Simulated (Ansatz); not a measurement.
# CH4OSi (SMILES C1O[SiH2]1): single points off equilibrium

Aim: energy, forces and dipole at a structure displaced at random from a GFN2-xTB minimum, from CCSD(T) and from density functionals.

Method: single points in def2-TZVPP; program: Ansatz 0.2.0, Gaussian basis.

Correlated methods freeze the cores. B3LYP uses VWN-RPA correlation.

### 1 The system as given

SMILES `C1O[SiH2]1`, 7 atoms, charge 0, spin multiplicity 1.

Atoms are counted from 1 here; the program's logs count them from 0.

Bond lengths: C1–O2 1.521 Å, C1–Si3 1.822 Å, C1–H4 1.053 Å, C1–H5 1.114 Å, O2–Si3 1.593 Å, Si3–H6 1.408 Å, Si3–H7 1.453 Å. Angles: O2–C1–Si3 56.0°, O2–C1–H4 115.2°, O2–C1–H5 113.0°, Si3–C1–H4 121.7°, Si3–C1–H5 121.8°, H4–C1–H5 114.1°, C1–O2–Si3 71.6°, C1–Si3–O2 52.4°, C1–Si3–H6 123.1°, C1–Si3–H7 118.1°, O2–Si3–H6 118.1°, O2–Si3–H7 112.5°, H6–Si3–H7 116.0°.

Coordinates:

```xyz
7

C    -0.5813   -0.2701   -0.7010
O     0.0199   -1.1091    0.4157
Si    0.5195    0.3932    0.5910
H    -1.6255   -0.1448   -0.6559
H    -0.2000   -0.5497   -1.7100
H     0.0508    1.1216    1.7009
H     1.9294    0.5511    0.2753
```

### 2 CCSD(T)/def2-TZVPP

The input, run/in.yaml:

```yaml
crystal:
  periodic: [false, false, false]
  atoms:
    - {symbol: C, position_ang: [-0.581300, -0.270100, -0.701000]}
    - {symbol: O, position_ang: [0.019900, -1.109100, 0.415700]}
    - {symbol: Si, position_ang: [0.519500, 0.393200, 0.591000]}
    - {symbol: H, position_ang: [-1.625500, -0.144800, -0.655900]}
    - {symbol: H, position_ang: [-0.200000, -0.549700, -1.710000]}
    - {symbol: H, position_ang: [0.050800, 1.121600, 1.700900]}
    - {symbol: H, position_ang: [1.929400, 0.551100, 0.275300]}
basis:
  gaussian: {orbitals: def2-TZVPP}
correlation: {method: ccsd_t}
output: {forces: true}
```

The command line of these runs was not kept.

### 3 PBE0-D4/def2-TZVPP

run/in.yaml: that of step 2 with these lines changed.

```diff
@@ -12,3 +12,3 @@
   gaussian: {orbitals: def2-TZVPP}
-correlation: {method: ccsd_t}
-output: {forces: true}
+hamiltonian: {xc: pbe0, dispersion: d4}
+output: {forces: true, orbitals: {seedname: orbitals}}
```

### 4 wB97M-V/def2-TZVPP

run/in.yaml: that of step 3 with these lines changed.

```diff
@@ -12,3 +12,3 @@
   gaussian: {orbitals: def2-TZVPP}
-hamiltonian: {xc: pbe0, dispersion: d4}
-output: {forces: true, orbitals: {seedname: orbitals}}
+hamiltonian: {xc: {name: wB97M-V}}
+output: {forces: true}
```

### 5 r2SCAN-D4/def2-TZVPP

run/in.yaml: that of step 4 with these lines changed.

```diff
@@ -12,3 +12,3 @@
   gaussian: {orbitals: def2-TZVPP}
-hamiltonian: {xc: {name: wB97M-V}}
+hamiltonian: {xc: r2scan, dispersion: d4}
 output: {forces: true}
```

### 6 PBE-D4/def2-TZVPP

run/in.yaml: that of step 5 with these lines changed.

```diff
@@ -12,3 +12,3 @@
   gaussian: {orbitals: def2-TZVPP}
-hamiltonian: {xc: r2scan, dispersion: d4}
+hamiltonian: {xc: pbe, dispersion: d4}
 output: {forces: true}
```

### 7 B3LYP-D4/def2-TZVPP

run/in.yaml: that of step 6 with these lines changed.

```diff
@@ -12,3 +12,3 @@
   gaussian: {orbitals: def2-TZVPP}
-hamiltonian: {xc: pbe, dispersion: d4}
+hamiltonian: {xc: {name: B3LYP}, dispersion: d4}
 output: {forces: true}
```

### 8 r2SCANh-D4/def2-TZVPP

run/in.yaml: that of step 7 with these lines changed.

```diff
@@ -12,3 +12,3 @@
   gaussian: {orbitals: def2-TZVPP}
-hamiltonian: {xc: {name: B3LYP}, dispersion: d4}
+hamiltonian: {xc: {name: r2SCANh}, dispersion: d4}
 output: {forces: true}
```

(Steps that only read results are left out.)

What does the calculation give? Wanted: energy less free atoms, CCSD(T)/def2-TZVPP; RMS force component; RMS force error; HOMO and LUMO, PBE0-D4; T1 diagnostic.

The runs gave:

| quantity | value |
| --- | --- |
| energy less free atoms, CCSD(T)/def2-TZVPP | -24.521 eV |
| RMS force component | 0.928 to 1.074 eV/Å over the methods |
| RMS force error | PBE0-D4 0.211, wB97M-V 0.134, r2SCAN-D4 0.100, PBE-D4 0.178, B3LYP-D4 0.066, r2SCANh-D4 0.163 eV/Å |
| HOMO and LUMO, PBE0-D4 | -7.61 and -0.45 eV |
| T1 diagnostic | 0.014 |

**Reading.** Against CCSD(T) the functionals' energies less atoms differ by -1.054 to -0.541 eV, PBE-D4 by -1.054 eV. CCSD(T) in triple zeta still lacks some correlation energy of the bonds, so part of these gaps is its own basis error and they don't rank the functionals. For forces B3LYP-D4 does best and PBE0-D4 worst. Frozen-core CCSD(T) forces in triple zeta carry basis errors of their own, and this is one geometry, so small gaps rank nothing.
